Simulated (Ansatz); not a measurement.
Input for Ansatz (development build ahead of 0.2.0):

```yaml
crystal:
  periodic: [false, false, false]
  atoms:
    - { symbol: "N", position_ang: [0.0, 0.0, 0.0] }
    - { symbol: O, position_ang: [0.0, 1.3189, 0.55984] }
    - { symbol: O, position_ang: [0.0, -1.09908, 0.46653] }
basis:
  gaussian: { orbitals: STO-3G }
magnetization:
  initial_magnetization: 1
hamiltonian:
  xc: hf
correlation:
  method: ccsd_t
  frozen_orbitals: { "N": 1, O: 1 }
```

The input is written out in the form of the current development build from the run's settings. Correlation on restricted open-shell orbitals is semicanonical, with singles.

The run gave:

- Converged: yes
- Reference energy: -201.29171 hartree
- CCSD correlation energy: -0.19764 hartree
- Triples correction: -0.01241 hartree
- Total energy: -201.50177 hartree
- Spin squared of the determinant: 0.750
